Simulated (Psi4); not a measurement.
# UPBE0/STO-3G (sweep point 1) run of AlF2 (SMILES [F][Al][F])

What is the vertical electron affinity of AlF2 at UPBE0/STO-3G (sweep point 1)? 

The calculation is run with Psi4 1.11.

## 1. Starting point

AlF2 has 3 atoms, charge 0, and is taken as a doublet. SMILES: `[F][Al][F]`. The coordinates come from a PBE0-D4/def2-TZVP relaxation.

Bond lengths: F1–Al2 1.647 Å, Al2–F3 1.647 Å. Angles: F1–Al2–F3 119.7°.

## 2. A single-point energy at UPBE0/STO-3G (sweep point 1)

job.dat

```
memory 1600 MB

molecule system {
  0 2
  F      0.533000    -1.361200     0.136400
  Al     0.388700     0.275400     0.245200
  F     -0.932500     1.021000    -0.394800
  units angstrom
  symmetry c1
}

set basis STO-3G
set reference uks
set puream true
set scf_type pk
set dft_radial_points 99
set dft_spherical_points 590
set maxiter 150

e_tot, wfn = energy("pbe0", return_wfn=True)
```

The run is started by

```
$ psi4 -i job.dat -o job.out -n 1
```

job.out:

```text
[...]
  Running in c1 symmetry.
[...]
  Nuclear repulsion =   90.260752901983039
[...]
  Multiplicity = 2
[...]
  Nalpha       = 16
  Nbeta        = 15
[...]
    Number of basis functions: 19
[...]
   @UKS iter   1:  -435.92112685947728   -9.82533e-01   1.61967e-02 ADIIS/DIIS
[...]
   @UKS iter   9:  -436.01967798136189   -6.30962e-10   7.55331e-08 DIIS
[...]
   @S^2 Observed:                7.531758316E-01
[...]
    Orbital Energies [Eh]
    ---------------------
    Alpha Occupied:
       1A    -55.433288     2A    -24.298421     3A    -24.298405
       4A     -3.941831     5A     -2.405615     6A     -2.405367
       7A     -2.402969     8A     -1.015911     9A     -1.004958
      10A     -0.301032    11A     -0.236213    12A     -0.194162
      13A     -0.193178    14A     -0.155043    15A     -0.152653
      16A     -0.042722
    Alpha Virtual:
      17A      0.215123    18A      0.394855    19A      0.490504
    Beta Occupied:
[...]
  @UKS Final Energy:  -436.01967798136189
   => Energetics <=
    Nuclear Repulsion Energy =             90.2607529019830395
    One-Electron Energy =                -794.4433079965111801
    Two-Electron Energy =                 298.2473386226127445
    DFT Exchange-Correlation Energy =     -30.0844615094464523
    Empirical Dispersion Energy =           0.0000000000000000
    VV10 Nonlocal Energy =                  0.0000000000000000
    Total Energy =                       -436.0196779813618946
[...]
 Multipole Moments:
 ------------------------------------------------------------------------------------
     Multipole            Electronic (a.u.)      Nuclear  (a.u.)        Total (a.u.)
 ------------------------------------------------------------------------------------
 L = 1.  Multiply by 2.5417464519 to convert [e a0] to [Debye]
 Dipole X            :          0.2528227            0.1678201            0.4206428
 Dipole Y            :          0.1626521            0.1079606            0.2706127
 Dipole Z            :          0.0000000           -0.0000000            0.0000000
 Magnitude           :                                                    0.5001716
[...]
```

Run time: 11 s. Hardware: 1 thread of Intel Xeon Platinum 8175M at 2.50GHz (Skylake/Cascade Lake), shared host; peak memory 0.28 GiB.

## 3. The singlet anion, same level

job.dat

```
memory 1600 MB

molecule geom {
  -1 1
  F      0.533000    -1.361200     0.136400
  Al     0.388700     0.275400     0.245200
  F     -0.932500     1.021000    -0.394800
  symmetry c1
}

set basis STO-3G
set puream true
set scf_type pk
set dft_radial_points 99
set dft_spherical_points 590

energy('pbe0')
```

The run is started by

```
$ psi4 -n 1 job.dat job.out
```

job.out, shortened:

```text
[...]
  Running in c1 symmetry.
[...]
  Nuclear repulsion =   90.260752901983039
[...]
  Multiplicity = 1
[...]
  Nalpha       = 16
  Nbeta        = 16
[...]
    Number of basis functions: 19
[...]
   @RKS iter   1:  -435.73053180133815   -7.91938e-01   1.18569e-02 ADIIS/DIIS
[...]
   @RKS iter   6:  -435.78431471618569   -7.10713e-10   1.62378e-07 DIIS
[...]
    Orbital Energies [Eh]
    ---------------------
    Doubly Occupied:
       1A    -54.926614     2A    -23.874367     3A    -23.874354
       4A     -3.466604     5A     -1.930680     6A     -1.928112
       7A     -1.921720     8A     -0.656939     9A     -0.645245
      10A      0.059067    11A      0.130651    12A      0.155761
      13A      0.166881    14A      0.194615    15A      0.195242
      16A      0.368861
[...]
  @RKS Final Energy:  -435.78431471618569
   => Energetics <=
    Nuclear Repulsion Energy =             90.2607529019830395
    One-Electron Energy =                -806.4943416699509271
    Two-Electron Energy =                 310.9875224737946837
    DFT Exchange-Correlation Energy =     -30.5382484220125470
    Empirical Dispersion Energy =           0.0000000000000000
    VV10 Nonlocal Energy =                  0.0000000000000000
    Total Energy =                       -435.7843147161856905
[...]
 Multipole Moments:
 ------------------------------------------------------------------------------------
     Multipole            Electronic (a.u.)      Nuclear  (a.u.)        Total (a.u.)
 ------------------------------------------------------------------------------------
 L = 1.  Multiply by 2.5417464519 to convert [e a0] to [Debye]
 Dipole X            :         -0.7090431            0.1678201           -0.5412229
 Dipole Y            :         -0.4561067            0.1079606           -0.3481461
 Dipole Z            :         -0.0000000           -0.0000000           -0.0000000
 Magnitude           :                                                    0.6435278
[...]
```

Run time: 6 s. Hardware: 1 thread of Intel Xeon Platinum 8175M at 2.50GHz (Skylake/Cascade Lake), shared host; peak memory 0.28 GiB.

## 4. Outcome

Level: UPBE0/STO-3G (sweep point 1).

| quantity | value |
| --- | --- |
| doublet AlF2: total energy | -436.01968 Eh |
| doublet AlF2: dipole moment | 1.27 D |
| doublet AlF2: HOMO energy (highest over α and β) | -1.16 eV |
| doublet AlF2: LUMO energy (lowest over α and β) | 2.88 eV |
| doublet AlF2: ⟨S²⟩ | 0.753 |
| singlet anion: total energy | -435.78431 Eh |
| singlet anion: HOMO energy | 10.04 eV |
| singlet anion: LUMO energy | 16.02 eV |
| singlet anion: HOMO–LUMO gap (to an unbound level, set by the basis) | 5.99 eV |
| vertical electron affinity (to the singlet anion) | -6.405 eV |

The anion lies 6.40 eV (618 kJ/mol) above the neutral: the electron isn't bound at this level, and such a value depends on the basis. Without diffuse functions anions come out too high. In a minimal basis such a difference can be off by several eV, whatever the method. The HOMO (singlet anion) lies at positive energy, 10.04 eV; only total energies tell whether the electron is bound.
